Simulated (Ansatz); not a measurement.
This geometry of AlH₅O (7 atoms, charge 0, multiplicity 1) is a first-order saddle point.

The calculation used RKS PBE/6-31G* (Ansatz).

```xyz
7
Properties=species:S:1:pos:R:3
Al 0.052 -0.226 -0.094
H -0.024 -0.079 1.694
H 1.430 0.365 -0.638
H -1.400 0.064 -0.706
O 0.201 -2.004 0.588
H -0.628 -2.523 0.521
H 0.040 -1.122 1.490
```

Task: Which two structures does it join? (They come from a converged band through this point; their orientation in space is the band's.)

Result: Bonds broken: Al1–H2, O5–H7. Bonds formed: H2–H7. AlH5O becomes AlH3O + H2.

Image 0:

```xyz
7
Properties=species:S:1:pos:R:3
Al 0.049 0.040 0.091
H -0.047 0.614 1.603
H 1.414 0.263 -0.728
H -1.338 -0.109 -0.732
O 0.152 -1.954 0.655
H -0.661 -2.395 0.331
H 0.103 -1.984 1.634
```

Image 10:

```xyz
7
Properties=species:S:1:pos:R:3
Al 0.063 -0.353 -0.976
H -0.098 -0.878 3.400
H 1.440 0.325 -1.407
H -1.382 0.037 -1.559
O 0.194 -1.602 0.220
H -0.634 -2.038 0.492
H 0.090 -1.016 2.684
```

Task: How far does it lie above each of them?

Result: 54.1 kJ/mol above the first and 86.3 kJ/mol above the second. This is the barrier of this one path; another mechanism may lie lower. The orbitals stay closed-shell, which can raise the energy where a bond breaks towards radicals; this wasn't checked here.

Run time: 110 s on 1 thread of Arm Neoverse V2, with other jobs on the host, peak memory 0.096 GiB.
